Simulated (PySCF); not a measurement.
Carbon monoxide, CO.
Z-matrix (Å and degrees, GFN2-xTB geometry), rows numbered from 1:
```
C 
O   1  1.1273
```

Theory: PBE0/pcSseg-1 in PySCF (dipole) on a GFN2-xTB geometry, gas phase.

Masses are those of the commonest isotopes; rigid-rotor values at the optimised geometry. 

(1) What are the moment of inertia and the rotational constant?

(2) List the first levels of a rigid rotor in a Σ state.

(3) Estimate the classical rotational partition function at 25 K, 50 K and 298.15 K.

Results:

(1) I = 8.713 u·Å², B = 505379 MHz·u·Å²/I = 58001 MHz (1.9347 cm⁻¹, or 2.784 K as hB/k). For two atoms I = μr² with μ = 6.8562 u and r = 1.1273 Å.

(2) E(J) = BJ(J+1): J = 1: 3.869, J = 2: 11.608, J = 3: 23.217, J = 4: 38.694, J = 5: 58.042, J = 6: 81.258 cm⁻¹.

(3) Point group C∞v, symmetry number σ = 1; q = kT/(σhB), k/h = 20836.6 MHz/K: 9.0 at 25 K, 18.0 at 50 K, 107 at 298.15 K.

No GFN2-xTB frequencies stand behind this structure, so it isn't proved a minimum. Zero-point vibration and centrifugal distortion are left out.

Hardware: an x86-64 server with one thread, on a shared host. Cost: 1.9 s wall. This is the PBE0/pcSseg-1 job that gave the dipole, with the shieldings it also computed.
